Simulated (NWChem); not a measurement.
System: pyrazine (C4H4N2); SMILES n1ccncc1

NWChem input:

```
start job
memory heap 200 mb stack 900 mb global 1100 mb
geometry units angstroms noautosym nocenter noautoz
  C      1.134723    -0.696503     0.000000
  C      1.132210     0.700583     0.000000
  N     -0.002537     1.409170     0.000000
  C     -1.134723     0.696503     0.000000
  C     -1.132210    -0.700583     0.000000
  N      0.002537    -1.409170     0.000000
  H      2.069699    -1.253787     0.000000
  H      2.065172     1.261230     0.000000
  H     -2.069699     1.253787     0.000000
  H     -2.065172    -1.261230     0.000000
end
basis spherical
  * library pcsseg-1
end
dft
  xc slater vwn_5
  iterations 150
end
property
  shielding 3 1 3 7
  efieldgrad
end
task dft property
```

The geometry was optimised at B3LYP/6-31G* (spherical d).

GIAO values for the isolated, static molecule; σ is the absolute isotropic shielding, δ = σ(reference) − σ with the isolated reference molecule computed at the same levels (13C: tetramethylsilane, 1H: tetramethylsilane, 15N: ammonia).

Atoms are numbered as in the input.

### Question
Predict the main results of this run. (LDA (Slater exchange, VWN5)/pcSseg-1, GIAO.) Quantities: δ C1 (ppm); δ N3 (ppm); δ H7 (ppm).

### Answer
* **δ C1 (ppm)**: 156.7
* **δ N3 (ppm)**: 396.3
* **δ H7 (ppm)**: 8.75
